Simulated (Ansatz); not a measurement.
**C2H7B: small, medium and large basis sets**

Aim: see how fast density functionals converge with the basis set for C2H7B.

Computed with Ansatz 0.2.0, Gaussian basis. Level: one geometry, several basis sets.

The runs, in order: PBE0-D4/def2-SVP; ωB97M-V/def2-SVP; PBE0-D4/def2-QZVPP; ωB97M-V/def2-QZVPP; the functionals' def2-TZVPP values are taken from earlier runs.

1 further run of the same task is left out (it didn't finish).

### 1 The geometry

The geometry comes from an earlier relaxation with PBE0-D4 in a triple-zeta def2 set; it is a stationary point, not always the lowest conformer.

SMILES `CBC`, 10 atoms, charge 0, spin multiplicity 1.

Atoms are counted from 1 here; the program's logs count them from 0.

Bond lengths: C1–B2 1.558 Å, C1–H4 1.102 Å, C1–H5 1.093 Å, C1–H6 1.092 Å, B2–C3 1.557 Å, B2–H7 1.204 Å, C3–H8 1.093 Å, C3–H9 1.092 Å, C3–H10 1.102 Å. Angles: B2–C1–H4 105.5°, B2–C1–H5 113.7°, B2–C1–H6 115.1°, H4–C1–H5 105.0°, H4–C1–H6 106.8°, H5–C1–H6 109.9°, C1–B2–C3 123.5°, C1–B2–H7 118.3°, C3–B2–H7 118.3°, B2–C3–H8 113.8°, B2–C3–H9 115.0°, B2–C3–H10 105.4°, H8–C3–H9 109.9°, H8–C3–H10 105.1°, H9–C3–H10 106.8°.

### 2 PBE0-D4 in def2-SVP

Contents of in.yaml:

```yaml
crystal:
  periodic: [false, false, false]
  atoms:
    - {symbol: C, position_ang: [-0.866805, 0.874563, -0.607256]}
    - {symbol: B, position_ang: [0.104576, -0.333622, -0.456426]}
    - {symbol: C, position_ang: [0.826508, -0.693751, 0.875771]}
    - {symbol: H, position_ang: [-1.880143, 0.442100, -0.587092]}
    - {symbol: H, position_ang: [-0.793037, 1.379170, -1.573973]}
    - {symbol: H, position_ang: [-0.820665, 1.609375, 0.199829]}
    - {symbol: H, position_ang: [0.309258, -1.024753, -1.421266]}
    - {symbol: H, position_ang: [0.932735, -1.768576, 1.042962]}
    - {symbol: H, position_ang: [0.414379, -0.217518, 1.768451]}
    - {symbol: H, position_ang: [1.856395, -0.318189, 0.761899]}
basis:
  gaussian: {orbitals: def2-SVP}
hamiltonian: {xc: pbe0, dispersion: d4}
output: {orbitals: {seedname: orbitals}}
```

Further steps of the session: ωB97M-V in def2-SVP; PBE0-D4 in def2-QZVPP; ωB97M-V in def2-QZVPP.

Q: Predict the results of all the runs planned. Wanted: PBE0-D4: double and triple zeta above quadruple; ωB97M-V: double and triple zeta above quadruple.

As calculated:

```
                                       quantity          value
PBE0-D4: double and triple zeta above quadruple  3.31, 0.18 eV
ωB97M-V: double and triple zeta above quadruple  3.55, 0.17 eV
```

What this shows: PBE0-D4 gains 3.13 eV from double to triple zeta, then 0.18 eV more. These are total energies; as a rule much of such shifts cancels in differences, which this series doesn't test.
